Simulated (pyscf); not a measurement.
HS–In [singlet] + water (H₂O) → HO–In [singlet] + H₂S, a four-centre exchange (singlet surface; In–S, H–O broken, In–O, H–S formed). Structures and frequencies: ωB97X-D3(BJ)/def2-SVP in PySCF. Correlated levels are frozen-core, on RHF or UHF. ΔMP2 is the change of the MP2 total energy from the triple- to the quadruple-zeta basis. Energies in kJ/mol from the separated reactants.

Small-basis levels: PySCF, no dispersion term, spherical d functions. AM1 to PM7: differences of heats of formation from MOPAC. GFN2-xTB: tblite. Cost: rough CPU time at the saddle relative to B3LYP/6-31G*+LANL2DZ, from one job on a shared machine.

```
level                             barrier  reaction energy        cost
--------------------------------  -------  ---------------  ----------
MP2/6-31G*+LANL2DZ                    3.1             +1.4         0.2
SVWN5/6-31G*+LANL2DZ                -57.2            +15.7           1
BP86/6-31G*+LANL2DZ                 -16.1             +9.5           2
PBE/6-31G*+LANL2DZ                  -22.0            +10.2           2
B3LYP/6-31G*+LANL2DZ                 -2.2             +7.1           1
M06-2X/6-31G*+LANL2DZ                 2.4            +24.3           2
PBE/def2-SVP                        -18.2            +36.8           3
GFN2-xTB                            -46.0            -19.5  under 0.02
AM1                                  70.7           +105.1  under 0.02
PM3                                  20.4            +73.3  under 0.02
PM6                                   0.3            +49.4  under 0.02
PM7                                  48.5            +97.8  under 0.02
CCSD(T)/def2-TZVPP + ΔMP2(QZVPP)     28.2            +41.3           –
```

Against the last row the barrier runs from -85.5 (SVWN5/6-31G*+LANL2DZ) to +42.5 kJ/mol (AM1). CCSD(T)/def2-TZVPP + ΔMP2(QZVPP) has limits of its own. On the reactant side the descent ends in a bound adduct (not fully relaxed), 46.4 kJ/mol under the separated species and 72.2 kJ/mol under the saddle at ωB97X-D3(BJ)/def2-TZVP. On the product side the descent ends in a bound adduct, 39.7 kJ/mol under the separated species and 10.5 kJ/mol under the saddle at ωB97X-D3(BJ)/def2-TZVP. At CCSD(T) the saddle lies under the separated products, which points to a path from their complex (located at ωB97X-D3(BJ) alone), and parting the products costs more than the saddle. This is the saddle that the search found; another between the same sides may lie lower. The CCSD(T) − MP2 part came from Ansatz, without density fitting, on the same reference. The frozen core leaves the outer d or s,p core shells of the metals and heavy elements correlated in the MP2 and CC values, and def2-TZVPP describes them poorly, which can shift differences by a few kcal/mol. Elements past Kr carry the def2 core potentials, without spin-orbit coupling.
